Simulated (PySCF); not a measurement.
# C2H3N2P (1H-1,2,4-diazaphosphole): the cost of one run

Computed with PySCF 2.14.0, with density-fitted response routines of our own, on a single molecule in the gas phase. Atoms are numbered from 0 throughout.

**1. The starting structure**

8 atoms, charge 0, multiplicity 1; geometry from: GFN2-xTB. The atoms were then displaced at random by about 0.01 Å, so the start is not that level's minimum.

Bonds of the start (Å): C0–N1 1.34, N1–N2 1.33, N2–C3 1.33, C3–P4 1.70, P4–C0 1.76, C0–H5 1.05, N2–H6 0.99, C3–H7 1.09.

**2. Optimising the geometry at PBE0-D3(BJ)/def2-SVP**

The job: settings as JSON, then the geometry in Å.

```
{"job": {"xc": "PBE0", "basis": "def2-SVP", "d3": "d3bj", "grid": 1, "shake": 0.01, "kind": "geom"}, "charge": 0, "multiplicity": 1}
C      1.368480    -0.194980    -0.100410
N      0.702270     0.961170    -0.029370
N     -0.608800     0.743900     0.051350
C     -0.954140    -0.537600     0.049430
P      0.344850    -1.626830    -0.083640
H      2.416260    -0.144010    -0.183370
H     -1.193950     1.543740     0.127050
H     -2.019820    -0.764530     0.116480
```

On the command line:

```sh
$ OMP_NUM_THREADS=1 python probes_run.py task.json out
```

One launch serves the whole session: the jobs run in the order shown.

**Question.** How long does this first job take on 1 thread of Arm Neoverse V2, shared host, and how much memory does it need?

About 21 s, with a peak of 0.38 GiB.
